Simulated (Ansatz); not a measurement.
# SiP2H+ (triplet): from Hartree-Fock to the top rungs, cc-pVDZ

The task here is to estimate one member of a computed series from the others.

The runs use Ansatz 0.2.0, Gaussian basis; cc-pVDZ, core rule «outside noble gas», up to 15 orbitals frozen.

The runs, in order: UHF; CCSD(T) on ROHF; CCSD(T) on UHF; BCCD(T) on ROHF; CISD.

20 further runs of the same task are left out: 11 that didn't finish, 9 set aside as unsound or not needed.

**The system**

The geometry is a PBE0/def2-TZVP stationary point (not a proven minimum) of the parent state, kept for this charge and spin.

4 atoms, charge 1, spin multiplicity 3.

Atoms are counted from 1 here; the program's logs count them from 0.

Bond lengths: P1–Si2 2.099 Å, P1–H4 1.429 Å, Si2–P3 2.012 Å. Angles: Si2–P1–H4 87.3°, P1–Si2–P3 175.6°.

The first run:

File in.yaml:

```yaml
crystal:
  periodic: [false, false, false]
  atoms:
    - {symbol: P, position_ang: [-0.000006, -0.410564, 1.546288]}
    - {symbol: Si, position_ang: [0.000029, -0.286152, -0.549294]}
    - {symbol: P, position_ang: [-0.000008, -0.321661, -2.561269]}
    - {symbol: H, position_ang: [-0.000015, 1.018377, 1.564274]}
basis:
  gaussian: {orbitals: cc-pVDZ}
total_charge: 1
magnetization: {spin_polarized: true, initial_magnetization: 2}
hamiltonian: {xc: hf}
output: {orbitals: {seedname: orbitals}}
```

Started as:

```bash
> ansatz run in.yaml --threads 1 --pin off --events-out ev --progress --plain --max-ram 2393MiB
```

Among the steps run: UHF; CCSD(T) on ROHF; CCSD(T) on UHF; BCCD(T) on ROHF; CISD.

One table of the session follows, with a row left open; its other results are not shown here.

It belongs to the step «Misses and costs». 

```
  method  from RCCSD(T) (meV)
     UHF              +8592.6
    RMP2              +1537.9
    UMP2              +1889.4
    CISD              +1650.5
   RCCSD               +473.0
   UCCSD                    ?
RCCSD(T)                    0
UCCSD(T)                +16.4
 BCCD(T)                 +5.1
```

Q: Estimate the row for UCCSD from the others.

**Answer.** from RCCSD(T) (meV): +426.4. In the column «from RCCSD(T) (meV)» it lies between UCCSD(T) (+16.4) and RCCSD (+473.0).

Left out of the table: ROHF (another determinant or state than the rows shown).

The program flags RCCSD(T), BCCD(T) as in doubt (see the logs), so the zero of the table is itself unsure.

Caveats from the session: The report flags that the cluster equations may have other roots. The program flags RCCSD(T), BCCD(T) as in doubt, so the zero of the table is itself unsure. Warnings: spin contamination; coupled cluster took another determinant than the lowest. Restricted and unrestricted rows rest on different reference determinants; where their highest levels disagree by more than a few hundredths of an eV, they describe different states and don't form one ladder.
